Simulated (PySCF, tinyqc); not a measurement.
Inside a calculation. Method: RHF in the sto-6g basis, for LiH, spin multiplicity 1. The lowest restricted solution is unstable here: a spin-polarised one lies 0.0392 hartree lower (PySCF). One step of it, computed by the program tinyqc.

Question. Iteration 2: building the Fock matrix. J_ij = sum D_kl (ij|kl), K_ij = sum D_kl (ik|jl); F = H + J - 0.5 K; E = tr D H + tr D J / 2 - 0.25 tr D K + E_nn.

D after iteration 1, order 1Li 1s, 1Li 2s, 1Li 2px, 1Li 2py, 1Li 2pz, 2H 1s:
```
[[2.025778, -0.058350, 0.000000, 0.000000, -0.002965, 0.007366],
 [-0.058350, 0.001681, 0.000000, 0.000000, 0.000085, -0.000212],
 [0.000000, 0.000000, 0.064696, -0.353846, 0.000000, 0.000000],
 [0.000000, 0.000000, -0.353846, 1.935304, 0.000000, 0.000000],
 [-0.002965, 0.000085, 0.000000, 0.000000, 0.000004, -0.000011],
 [0.007366, -0.000212, 0.000000, 0.000000, -0.000011, 0.000027]]
```

core Hamiltonian H = T + V (hartree), order 1Li 1s, 1Li 2s, 1Li 2px, 1Li 2py, 1Li 2pz, 2H 1s:
```
[[-4.651916, -0.986590, 0.000000, 0.000000, -0.006320, -0.029881],
 [-0.986590, -1.291908, 0.000000, 0.000000, -0.067656, -0.249052],
 [0.000000, 0.000000, -1.062667, 0.000000, 0.000000, 0.000000],
 [0.000000, 0.000000, 0.000000, -1.062667, 0.000000, 0.000000],
 [-0.006320, -0.067656, 0.000000, 0.000000, -1.109777, -0.360401],
 [-0.029881, -0.249052, 0.000000, 0.000000, -0.360401, -1.075563]]
```

Two-electron integrals (ij|kl) in chemists' order, unique and non-zero (hartree):
```
(11|11) 1.681247   (21|11) 0.242603   (21|21) 0.044507   (22|11) 0.397190
(22|21) 0.090279   (22|22) 0.290625   (31|31) 0.009437   (32|31) 0.014261
(32|32) 0.064236   (33|11) 0.397190   (33|21) 0.090279   (33|22) 0.290625
(33|33) 0.313125   (41|41) 0.009437   (42|41) 0.014261   (42|42) 0.064236
(43|43) 0.016875   (44|11) 0.397190   (44|21) 0.090279   (44|22) 0.290625
(44|33) 0.279374   (44|44) 0.313125   (51|51) 0.009437   (52|51) 0.014261
(52|52) 0.064236   (53|53) 0.016875   (54|54) 0.016875   (55|11) 0.397190
(55|21) 0.090279   (55|22) 0.290625   (55|33) 0.279374   (55|44) 0.279374
(55|55) 0.313125   (61|11) 0.006939   (61|21) 0.001261   (61|22) 0.002641
(61|33) 0.002602   (61|44) 0.002602   (61|51) 0.000169   (61|52) 0.000367
(61|55) 0.002718   (61|61) 0.000040   (62|11) 0.046062   (62|21) 0.010767
(62|22) 0.041203   (62|33) 0.038803   (62|44) 0.038803   (62|51) 0.001598
(62|52) 0.012803   (62|55) 0.046005   (62|61) 0.000381   (62|62) 0.013861
(63|31) 0.000515   (63|32) 0.003098   (63|53) 0.001460   (63|63) 0.000555
(64|41) 0.000515   (64|42) 0.003098   (64|54) 0.001460   (64|64) 0.000555
(65|11) 0.065932   (65|21) 0.015479   (65|22) 0.060420   (65|33) 0.056426
(65|44) 0.056426   (65|51) 0.002500   (65|52) 0.020109   (65|55) 0.068407
(65|61) 0.000557   (65|62) 0.021671   (65|65) 0.034006   (66|11) 0.201505
(66|21) 0.047498   (66|22) 0.196887   (66|33) 0.182565   (66|44) 0.182565
(66|51) 0.006309   (66|52) 0.065132   (66|55) 0.225531   (66|61) 0.001681
(66|62) 0.091810   (66|65) 0.146591   (66|66) 0.774999
```

nuclear repulsion = 0.60454365 hartree

Give: Coulomb J; exchange K; Fock matrix F; total energy of this density.

Answer.

Coulomb J (hartree), order 1Li 1s, 1Li 2s, 1Li 2px, 1Li 2py, 1Li 2pz, 2H 1s:
```
[[4.1727, 0.6670, 0.0000, 0.0000, -0.0001, 0.0191],
 [0.6670, 1.3758, 0.0000, 0.0000, -0.0001, 0.1697],
 [0.0000, 0.0000, 1.3555, -0.0119, 0.0000, 0.0000],
 [0.0000, 0.0000, -0.0119, 1.4187, 0.0000, 0.0000],
 [-0.0001, -0.0001, 0.0000, 0.0000, 1.3533, 0.2447],
 [0.0191, 0.1697, 0.0000, 0.0000, 0.2447, 0.7681]]
```

exchange K (hartree), order 1Li 1s, 1Li 2s, 1Li 2px, 1Li 2py, 1Li 2pz, 2H 1s:
```
[[3.3966, 0.4947, 0.0000, 0.0000, -0.0007, 0.0136],
 [0.4947, 0.2087, 0.0000, 0.0000, -0.0002, 0.0083],
 [0.0000, 0.0000, 0.0705, -0.1048, 0.0000, 0.0000],
 [0.0000, 0.0000, -0.1048, 0.6247, 0.0000, 0.0000],
 [-0.0007, -0.0002, 0.0000, 0.0000, 0.0513, 0.0032],
 [0.0136, 0.0083, 0.0000, 0.0000, 0.0032, 0.0012]]
```

Fock matrix F (hartree), order 1Li 1s, 1Li 2s, 1Li 2px, 1Li 2py, 1Li 2pz, 2H 1s:
```
[[-2.1775, -0.5670, 0.0000, 0.0000, -0.0060, -0.0176],
 [-0.5670, -0.0204, 0.0000, 0.0000, -0.0676, -0.0835],
 [0.0000, 0.0000, 0.2576, 0.0405, 0.0000, 0.0000],
 [0.0000, 0.0000, 0.0405, 0.0437, 0.0000, 0.0000],
 [-0.0060, -0.0676, 0.0000, 0.0000, 0.2179, -0.1173],
 [-0.0176, -0.0835, 0.0000, 0.0000, -0.1173, -0.3080]]
```

total energy of this density = -7.250058 hartree
